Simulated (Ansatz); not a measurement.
**C2H4B radical (SMILES [B]1CC1): one structure at several levels**

One table from this session's results is given with a row withheld; the runs are named, their logs left out.

Method: single points in def2-TZVPP; program: Ansatz 0.2.0, Gaussian basis.

Correlated methods freeze the cores. Orbitals are unrestricted.

### The starting structure

SMILES `[B]1CC1`, 7 atoms, charge 0, spin multiplicity 2.

Atoms are counted from 1 here; the program's logs count them from 0.

Bond lengths: B1–C2 1.515 Å, B1–C3 1.467 Å, C2–C3 1.491 Å, C2–H4 1.124 Å, C2–H5 1.088 Å, C3–H6 1.127 Å, C3–H7 1.109 Å. Angles: C2–B1–C3 60.0°, B1–C2–C3 58.4°, B1–C2–H4 123.2°, B1–C2–H5 127.4°, C3–C2–H4 116.4°, C3–C2–H5 118.3°, H4–C2–H5 105.3°, B1–C3–C2 61.6°, B1–C3–H6 125.5°, B1–C3–H7 124.3°, C2–C3–H6 117.7°, C2–C3–H7 118.7°, H6–C3–H7 104.0°.

Coordinates:

```xyz
7

B     1.3363   -0.0383   -0.0588
C     0.0059   -0.7610   -0.0114
C     0.0881    0.7268    0.0300
H    -0.4841   -1.2090   -0.9179
H    -0.4366   -1.2766    0.8389
H    -0.2952    1.2471    0.9528
H    -0.3499    1.3073   -0.8067
```

Set-up of the first run:

run/in.yaml reads:

```yaml
crystal:
  periodic: [false, false, false]
  atoms:
    - {symbol: B, position_ang: [1.336300, -0.038300, -0.058800]}
    - {symbol: C, position_ang: [0.005900, -0.761000, -0.011400]}
    - {symbol: C, position_ang: [0.088100, 0.726800, 0.030000]}
    - {symbol: H, position_ang: [-0.484100, -1.209000, -0.917900]}
    - {symbol: H, position_ang: [-0.436600, -1.276600, 0.838900]}
    - {symbol: H, position_ang: [-0.295200, 1.247100, 0.952800]}
    - {symbol: H, position_ang: [-0.349900, 1.307300, -0.806700]}
basis:
  gaussian: {orbitals: def2-TZVPP}
magnetization: {spin_polarized: true, initial_magnetization: 1}
correlation: {method: ccsd_t}
scf: {omitted_lower_state_checks: [cluster_reference]}
output: {forces: true}
```

No record of the launch command was kept for these runs.

Steps of the session up to this table: CCSD(T)/def2-TZVPP; PBE0-D4/def2-TZVPP; wB97M-V/def2-TZVPP; r2SCAN-D4/def2-TZVPP; PBE-D4/def2-TZVPP; CAM-B3LYP-D4/def2-TZVPP; BHLYP-D4/def2-TZVPP.

One table of the session follows, with a row left open; its other results are not shown here.

```
      method  RMS force component (eV/Å)  angle to CCSD(T) forces (°)  dipole (D)
     CCSD(T)                       1.456                    reference        1.27
     PBE0-D4                       1.227                          5.5        1.33
     wB97M-V                       1.308                          5.2        1.32
   r2SCAN-D4                       1.236                          4.9        1.32
      PBE-D4                           ?                            ?           ?
CAM-B3LYP-D4                       1.248                          7.4        1.29
    BHLYP-D4                       1.340                          9.5        1.19
```

Q: Estimate the row for PBE-D4 from the others.

As computed: RMS force component (eV/Å): 1.199; angle to CCSD(T) forces (°): 5.1; dipole (D): 1.45. In the column «RMS force component (eV/Å)» it is the lowest.
